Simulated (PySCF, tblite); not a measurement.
# aluminium trichloride and phosphine

A gas-phase complex of aluminium trichloride and phosphine; neutral, singlet. The structure comes from a short search (6 tight-binding starts) and was relaxed by PBE0-D3(BJ)/def2-SVPD; another way of binding may lie lower. Frequencies by PBE0-D3(BJ)/def2-SVPD show no clear imaginary mode.

Parts: 1 = aluminium trichloride ([Cl][Al]([Cl])[Cl]), atoms 1–4; 2 = phosphine (P), atoms 5–8.

```
atom  part   x (Å)   y (Å)   z (Å)
 Cl1     1   1.221   0.505  -1.567
 Al2     1  -0.156   0.229   0.025
 Cl3     1   0.553   0.610   1.990
 Cl4     1  -1.611  -1.300  -0.205
  P5     2  -1.584   2.213  -0.298
  H6     2  -2.261   2.324  -1.535
  H7     2  -2.652   2.394   0.612
  H8     2  -0.948   3.475  -0.224
```

Contacts between parts, classed by geometry: Al2···P5 2.465 Å (bond).

The parts are joined by the bond Al2–P5, so these are energies of forming such bonds; deforming the relaxed parts to their shape in the adduct costs 7.9 kcal/mol, which the interaction energies leave out.

Interaction energies are complex less parts, with the parts frozen as they stand in it; counterpoise-corrected, in kcal/mol (PySCF).

(1) How strongly do the parts interact, level by level?

(2) What holds them together? Decompose the wB97M-D3(BJ)/def2-SVPD energy: frozen parts, their antisymmetrised product, then relaxation.

The parts were also relaxed and run alone, at the levels used for the complex: shieldings by PBE0/pcSseg-2; core levels by delta-SCF with SCAN, pcX-2 on the ionised atom and pcseg-1 elsewhere, spin-free X2C (2p3/2 is the spin-free 2p value less a third of a first-order spin-orbit splitting).

Values alone: shielding of Al2 (ppm): 408.6; shielding of P5 (ppm): 575.9; Cl1 2p3/2 core level (eV): 206.55; Al2 2p3/2 core level (eV): 83.03; P5 2p3/2 core level (eV): 137.09.

(3) What does binding change?

Answers

(1) 
| level | interaction | superposition error removed |
| --- | --- | --- |
| wB97M-D3(BJ)/def2-SVPD | -28.08 | -2.34 |
| PBE0-D3(BJ)/def2-SVPD | -31.46 | -2.27 |

(2) electrostatic -46.3, Pauli repulsion +56.8, orbital relaxation -38.2, dispersion correction -2.8 kcal/mol, which sum to the value before the counterpoise correction; the Pauli term holds the exchange-correlation of the frozen density too. Of the attraction, 53 % is electrostatic, 44 % is orbital relaxation, 3 % is dispersion correction.

(3) 
| property | alone | in the complex | change |
| --- | --- | --- | --- |
| shielding of Al2 (ppm) | 408.6 | 451.9 | +43.4 |
| shielding of P5 (ppm) | 575.9 | 500.4 | -75.5 |
| Cl1 2p3/2 core level (eV) | 206.55 | 205.52 | -1.03 |
| Al2 2p3/2 core level (eV) | 83.03 | 81.68 | -1.35 |
| P5 2p3/2 core level (eV) | 137.09 | 139.02 | +1.93 |

The 5 runs behind this took 13 min in all, one thread each of Arm Neoverse V2 on a shared host, launched as `OMP_NUM_THREADS=1 python cluster_run.py task.json out`.
